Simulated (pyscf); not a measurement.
This saddle point was located with ωB97X-D3(BJ)/def2-SVP in PySCF.

```xyz
12

C      0.5622     0.8080    -0.0620
C     -0.7260     1.3003     0.5035
C     -1.7368     0.1804     0.7568
O     -1.9333    -0.6947    -0.1887
O     -0.9943    -1.9569     0.8140
H      0.7234    -0.2635    -0.2020
H      1.3484     1.5136    -0.3419
H     -1.1909     2.0451    -0.1745
H     -0.5657     1.8458     1.4550
H     -1.1746    -0.6912     1.4778
H     -2.6405     0.4418     1.3471
H     -0.7569    -2.9086     0.7776
```
Charge 0, spin multiplicity 2.

Surface: doublet, charge 0. Lowest wavenumbers (cm⁻¹): 1733i, 107, 127, 178, 249.

Question: Name the species on either side of this saddle.

Answer: •H₂C–CH₂–CH=O + H₂O ⇌ •H₂C–CH₂–CH₂–O–OH, an addition across a multiple bond or ene-type step read from left to right: H–O broken and C–H, O–O formed. At ωB97M-D3(BJ)/def2-TZVP it lies +4.84 eV from the left side (each side as separated species at their lowest minima found). On the reactant side the descent ends in a complex (not fully relaxed), 0.27 eV under the separated species and 5.16 eV under the saddle at ωB97X-D3(BJ)/def2-TZVP. The same reactants have a lower exit, to H₂C=CH₂ + •HC=O + H₂O (no saddle counted: cutting one bond, which may have a small barrier of its own, costs +0.86 eV at ωB97M-D3(BJ), against +4.84 eV here). •H₂C–CH₂–CH=O lies 0.65 eV over its isomer H₃C–CH₂–C•=O (electronic energy, ωB97M-D3(BJ)). •H₂C–CH₂–CH₂–O–OH lies 2.98 eV over its isomer H₃C–C•(OH)–CH₂–OH (electronic energy, ωB97M-D3(BJ)). This is the saddle that the search found; another between the same sides may lie lower.
